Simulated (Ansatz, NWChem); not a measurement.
**Heat of formation of C3H5N (SMILES [C-]#[N+]CC) from total energies**

C3H5N has 9 atoms, charge 0, and is taken as a singlet. SMILES: `[C-]#[N+]CC`. The shape is that of a PBE0-D4/def2-TZVP optimisation.

Total energies at MP2/cc-pVDZ, 4 core orbitals frozen (NWChem 7.3.0); the atoms run unrestricted:

```
species    state  energy (Eh)
  C3H5N  singlet  -171.499322
      C  triplet   -37.738310
      N  quartet   -54.461855
      H  doublet    -0.499278
```

Harmonic wavenumbers at PBE0-D4/def2-TZVP, in cm⁻¹: 196, 221, 315, 483, 800, 866, 1051, 1119, 1157, 1312, 1376, 1409, 1482, 1485, 1501, 2258, 3066, 3068, 3105, 3149, 3154.

Measured heats of formation of the gaseous atoms at 298.15 K, in kJ/mol: C 716.9, N 472.4, H 218.0. Take 1 Eh = 2625.50 kJ/mol, 1 cm⁻¹ = 0.0119627 kJ/mol, RT = 2.479 kJ/mol.

Question: Work out the heat of formation of the gas at 298 K.

Answer: 
1. Electronic atomisation energy: 3 × (-37.738310) + (-54.461855) + 5 × (-0.499278) − (-171.499322) = 1.326147 Eh = 3481.8 kJ/mol.
2. Zero-point energy: half the sum of the wavenumbers, 16286.5 cm⁻¹ = 194.8 kJ/mol.
3. Thermal vibrational enthalpy, Σ hcν̃/(exp(hcν̃/kT) − 1): 5.2 kJ/mol. Translation, rotation and pV of a non-linear molecule: 4 RT = 9.9 kJ/mol.
4. The 9 free atoms carry 5/2 RT each: 55.8 kJ/mol.
5. Spin-orbit coupling lowers the free atoms by 3 × 0.02 = 0.1 kJ/mol.
6. Atomisation enthalpy at 298 K: 3481.8 − 0.1 − 194.8 − 5.2 − 9.9 + 55.8 = 3327.6 kJ/mol.
7. Sum of the atoms' heats of formation: 3713.1 kJ/mol. Heat of formation: 3713.1 − 3327.6 = +385.5 kJ/mol.

The tabulated value is +141.7 kJ/mol (CRC Handbook of Chemistry and Physics), so this level is off by +243.8 kJ/mol, or 6.8 % of the atomisation enthalpy that the table implies (3571.3 kJ/mol). Perturbation theory converges slowly with the basis for atomisation. A double-zeta basis underbinds. Anharmonicity and any spin-orbit splitting of the molecule are left out, and cores are frozen in the wave-function part.
